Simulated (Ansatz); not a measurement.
Ta (bcc, W type): values from a third-order Birch-Murnaghan fit to a volume scan beside measured ones. Computed values: PBEsol (plane waves to 420 eV, PAW, scalar-relativistic; Ansatz, a first-principles code). Spin-orbit coupling is left out, though Ta is heavy. Ta is run without spin polarisation. Ta was relaxed with its symmetry unable to fall. The PAW data are Ansatz's earlier set.

| quantity | reference | kind |
|---|---|---|
| Lattice constant a (Å) | 3.299 | measured, corrected to the static lattice |
| Bulk modulus B₀ (GPa) | 198 | measured, corrected to the static lattice |

References as given in: Daniel Mejia-Rodriguez, S. B. Trickey, Physical Review B (2018), arXiv:1807.09216; H. Levämäki, M. P. J. Punkkinen, K. Kokko et al., Physical Review B (2014), arXiv:1402.3671.

Q: What does PBEsol give, and how far is that from the reference?

A: 
| quantity | PBEsol | difference |
|---|---|---|
| Lattice constant a (Å) | 3.282 | -0.5 % |
| Bulk modulus B₀ (GPa) | 209 | +5.4 % |

PBEsol underestimates the lattice constant a by 0.5 %. PBEsol overestimates the bulk modulus B₀ by 5.4 %.

(Under strain, the slope of the energy per volume gives the stress and its curvature an elastic modulus.)
